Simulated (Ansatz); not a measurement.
## Pulling the pair apart

The pair of H2O (SMILES O, atoms 1–3) and CH3F (SMILES CF, atoms 4–8), both closed shells, in one local arrangement (a lower one may exist), relaxed at PBE0-D4/def2-TZVP:

O1  (0.362, 0.351, -1.973)
H2  (-0.324, -0.047, -1.426)
H3  (0.507, -0.270, -2.690)
C4  (-0.060, 0.021, 1.261)
F5  (-1.009, -0.526, 0.407)
H6  (0.307, -0.767, 1.920)
H7  (-0.536, 0.811, 1.844)
H8  (0.753, 0.427, 0.658)
(Å)

CH3F is shifted rigidly along the line between the mean atom positions of the two fragments (negative: closer). Counterpoise interaction energies in kJ/mol. Program: Ansatz 0.2.0. Basis: def2-TZVPPD. Cores are frozen in the correlated methods.

```csv
shift (Å),r2SCAN-D4,wB97M-V,PBE-D4
-0.20,-14.5,-13.3,-12.8
-0.10,-16.0,-15.1,-14.6
0.00,-16.4,-15.6,-15.3
0.10,-16.0,-15.3,-15.2
0.24,-14.7,-14.2,-14.4
0.50,-11.8,-11.5,-11.9
1.01,-7.1,-7.1,-7.4
2.02,-2.8,-2.9,-2.8
```

Problem. What does CCSD(T) give at these shifts? (Judge from chemistry; the value comes from the calculation.)

Solution. By the calculation: -11.6, -13.7, -14.5, -14.5, -13.8, -11.4, -7.0, -2.8 kJ/mol. For zero shift, CCSD(T) at an estimated basis limit (MP2 extrapolated from triple and quadruple zeta, plus CCSD(T) − MP2 in triple zeta) gives -16.1 kJ/mol. These are counterpoise interaction energies, counted from the two frozen fragments.

No T1 diagnostic of these runs exceeds 0.011.

For scale, one of the runs: CCSD(T)/def2-TZVPPD, 202 basis functions, launched by `ansatz run in.yaml --threads 2 --pin off --events-out ev --progress --plain --max-ram 5222MiB`. The run took 59 s on 2 CPU threads (shared host), with 2.7 GiB of host memory at its peak.
